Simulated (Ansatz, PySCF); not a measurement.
Breaking a bond: SMILES C#CC, singlet. The C3–H7 bond (C3 also carries C; H7 carries nothing else) is stretched with both fragments frozen at the PBE0/def2-TZVP optimised geometry.

UHF/cc-pVTZ (Ansatz, an electronic-structure program); RHF/cc-pVTZ (Ansatz); UKS-PBE = unrestricted PBE/cc-pVTZ in Ansatz; RKS-PBE = restricted PBE/cc-pVTZ in Ansatz; UKS-CAM-B3LYP = unrestricted CAM-B3LYP/cc-pVTZ (Ansatz); RKS-CAM-B3LYP = restricted CAM-B3LYP/cc-pVTZ run with Ansatz; UKS-B3LYP/6-31G* = unrestricted B3LYP/6-31G*, spherical d run with PySCF; RKS-B3LYP/6-31G* = restricted B3LYP/6-31G*, spherical d (PySCF); UKS-B3LYP/LANL2DZ = unrestricted B3LYP/LANL2DZ (PySCF 2.14.0); RKS-B3LYP/LANL2DZ = restricted B3LYP/LANL2DZ run with PySCF 2.14.0; UKS-M06-2X/6-31G* = PySCF with unrestricted M06-2X/6-31G*, spherical d; RKS-M06-2X/6-31G* = restricted M06-2X/6-31G*, spherical d in PySCF; UKS-B3LYP/6-311+G** = unrestricted B3LYP/6-311+G**, spherical d (PySCF); RKS-B3LYP/6-311+G** = restricted B3LYP/6-311+G**, spherical d (PySCF 2.14.0).

Scanned distances (Å): 0.84, 0.91, 0.95, 0.99, 1.04, 1.06, 1.09, 1.14, 1.17, 1.25, 1.33, 1.41, 1.59, 1.74, 1.93, 2.13, 2.36, 2.63, 2.90, 3.21, 3.69.

Problem. Where does the unrestricted solution first break spin symmetry (<S²> of 0.01 or more)?

Solution. UHF: between 1.59 and 1.74 Å; UKS-PBE: between 1.93 and 2.13 Å; UKS-CAM-B3LYP: between 1.74 and 1.93 Å; UKS-B3LYP/6-31G*: between 1.93 and 2.13 Å; UKS-B3LYP/LANL2DZ: between 1.93 and 2.13 Å; UKS-M06-2X/6-31G*: between 1.93 and 2.13 Å; UKS-B3LYP/6-311+G**: between 1.93 and 2.13 Å.

```tsv
R / Å	<S²> UHF	E(RHF) − E(UHF) / mEh	<S²> UKS-PBE	E(RKS-PBE) − E(UKS-PBE) / mEh	<S²> UKS-CAM-B3LYP	E(RKS-CAM-B3LYP) − E(UKS-CAM-B3LYP) / mEh	<S²> UKS-B3LYP/6-31G*	E(RKS-B3LYP/6-31G*) − E(UKS-B3LYP/6-31G*) / mEh	<S²> UKS-B3LYP/LANL2DZ	E(RKS-B3LYP/LANL2DZ) − E(UKS-B3LYP/LANL2DZ) / mEh	<S²> UKS-M06-2X/6-31G*	E(RKS-M06-2X/6-31G*) − E(UKS-M06-2X/6-31G*) / mEh	<S²> UKS-B3LYP/6-311+G**	E(RKS-B3LYP/6-311+G**) − E(UKS-B3LYP/6-311+G**) / mEh
0.84	0.00	0.0	0.00	0.0	0.00	0.0	0.00	0.0	0.00	0.0	0.00	0.0	0.00	0.0
0.91	0.00	0.0	0.00	0.0	0.00	0.0	0.00	0.0	0.00	0.0	0.00	0.0	0.00	0.0
0.95	0.00	0.0	0.00	0.0	0.00	0.0	0.00	0.0	0.00	0.0	0.00	0.0	0.00	0.0
0.99	0.00	0.0	0.00	0.0	0.00	0.0	0.00	0.0	0.00	0.0	0.00	0.0	0.00	0.0
1.04	0.00	0.0	0.00	0.0	0.00	0.0	0.00	0.0	0.00	0.0	0.00	0.0	0.00	0.0
1.06	0.00	0.0	0.00	0.0	0.00	0.0	0.00	0.0	0.00	0.0	0.00	0.0	0.00	0.0
1.09	0.00	0.0	0.00	0.0	0.00	0.0	0.00	0.0	0.00	0.0	0.00	0.0	0.00	0.0
1.14	0.00	0.0	0.00	0.0	0.00	0.0	0.00	0.0	0.00	0.0	0.00	0.0	0.00	0.0
1.17	0.00	0.0	0.00	0.0	0.00	0.0	0.00	0.0	0.00	0.0	0.00	0.0	0.00	0.0
1.25	0.00	0.0	0.00	0.0	0.00	0.0	0.00	0.0	0.00	0.0	0.00	0.0	0.00	0.0
1.33	0.00	0.0	0.00	0.0	0.00	0.0	0.00	0.0	0.00	0.0	0.00	0.0	0.00	0.0
1.41	0.00	0.0	0.00	0.0	0.00	0.0	0.00	0.0	0.00	0.0	0.00	0.0	0.00	0.0
1.59	0.00	0.0	0.00	0.0	0.00	0.0	0.00	0.0	0.00	0.0	0.00	0.0	0.00	0.0
1.74	0.52	6.4	0.00	0.0	0.00	0.0	0.00	0.0	0.00	0.0	0.00	0.0	0.00	0.0
1.93	0.88	27.0	0.00	0.0	0.06	0.1	0.00	0.0	0.00	0.0	0.00	0.0	0.00	0.0
2.13	1.09	54.6	0.13	0.3	0.41	6.4	0.34	3.8	0.33	3.6	0.42	3.7	0.32	3.4
2.36	1.20	86.6	0.56	7.5	0.69	20.9	0.65	15.4	0.64	14.9	0.79	21.7	0.63	14.4
2.63	1.27	120.4	0.80	20.5	0.87	40.8	0.85	32.1	0.84	31.1	0.92	45.8	0.83	30.1
2.90	1.29	148.6	0.91	32.8	0.95	59.4	0.94	47.5	0.93	46.2	0.97	67.0	0.93	44.7
3.21	1.31	174.7	0.97	44.0	1.00	77.5	0.99	61.9	0.99	60.4	1.01	86.5	0.98	58.3
3.69	1.31	203.9	1.00	54.5	1.02	98.2	1.01	77.4	1.01	75.7	0.00	—	1.01	71.5
```

Dashes: no converged value, or the column stops at the first point that the program doubted or that broke a chosen test of continuity, which isn't proof of a fault.
